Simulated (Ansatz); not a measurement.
This geometry of H$_{3}$OSi (5 atoms, charge 0, multiplicity 2) is a first-order saddle point.

These are results of UKS PBE-D4/def2-SVP in Ansatz, not measurements.

```xyz
5
Properties=species:S:1:pos:R:3
O -1.013 0.707 0.740
Si 0.085 -0.188 -0.123
H -0.116 -0.406 -1.600
H 0.746 -1.384 0.513
H 0.298 1.271 0.470
```

Task: Which two structures does it join? (They come from a converged band through this point; their orientation in space is the band's.)

Result: Bonds broken: Si2–H5. Bonds formed: O1–H5.

First end point:

```xyz
5
Properties=species:S:1:pos:R:3
O -1.413 0.378 0.740
Si -0.002 -0.069 -0.031
H -0.129 -0.258 -1.521
H 0.718 -1.238 0.592
H 0.825 1.187 0.220
```

Last end point:

```xyz
5
Properties=species:S:1:pos:R:3
O -0.521 0.962 0.372
Si 0.363 -0.215 -0.458
H -0.577 -0.744 -1.510
H 0.792 -1.349 0.459
H -0.058 1.346 1.138
```

Task: How far does it lie above each of them?

Result: 0.66 eV above the first and 1.85 eV above the second. This is the barrier of this one path; another mechanism may lie lower.

The run took 49 s on 1 thread of Arm Neoverse V2 (shared host), peak memory 0.1 GiB.
